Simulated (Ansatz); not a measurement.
# SiHO2 (doublet): from Hartree-Fock to the top rungs, def2-QZVPP

One table from this session's results is given with a row withheld; the runs are named, their logs left out.

Method: def2-QZVPP, core rule «outside noble gas», up to 7 orbitals frozen; program: Ansatz 0.2.0, Gaussian basis.

The runs, in order: UHF; ROHF; CCSD(T) on UHF.

2 further runs of the same task are left out: 2 set aside as unsound or not needed. Runs told in other sessions of the task aren't counted.

## The geometry

The geometry is a PBE0/def2-TZVP stationary point (not a proven minimum).

4 atoms, charge 0, spin multiplicity 2.

Atoms are counted from 1 here; the program's logs count them from 0.

Bond lengths: O1–Si3 1.627 Å, O1–H4 0.965 Å, O2–Si3 1.525 Å. Angles: Si3–O1–H4 116.9°, O1–Si3–O2 127.5°.

Coordinates:

```xyz
4
charge 0, multiplicity 2
O     0.0000    0.1999    1.4346
O     0.0000    0.4066   -1.3852
Si    0.0000   -0.3871   -0.0832
H     0.0000    1.1595    1.5318
```

Set-up of the first run:

Input file in.yaml:

```yaml
crystal:
  periodic: [false, false, false]
  atoms:
    - {symbol: O, position_ang: [0.000000, 0.199858, 1.434628]}
    - {symbol: O, position_ang: [0.000000, 0.406627, -1.385152]}
    - {symbol: Si, position_ang: [0.000000, -0.387106, -0.083158]}
    - {symbol: H, position_ang: [0.000000, 1.159459, 1.531796]}
basis:
  gaussian: {orbitals: "def2-QZVPP.json"}
magnetization: {spin_polarized: true, initial_magnetization: 1}
hamiltonian: {xc: hf}
output: {orbitals: {seedname: orbitals}}
```

Command:

```
$ ansatz run in.yaml --threads 1 --pin off --events-out ev --progress --plain --max-ram 2393MiB
```

Steps of the session up to this table: UHF; ROHF; CCSD(T) on UHF.

One table of the session follows, with a row left open; its other results are not shown here.

| method | from UCCSD(T) (meV) |
| --- | --- |
| ROHF | +17516.1 |
| UHF | +17436.5 |
| UMP2 | ? |
| UCCSD | +780.9 |
| UCCSD(T) | 0 |

**Question.** Estimate the row for UMP2.

The run gave: from UCCSD(T) (meV): +639.9. In the column «from UCCSD(T) (meV)» it lies between UCCSD(T) (0) and UCCSD (+780.9).
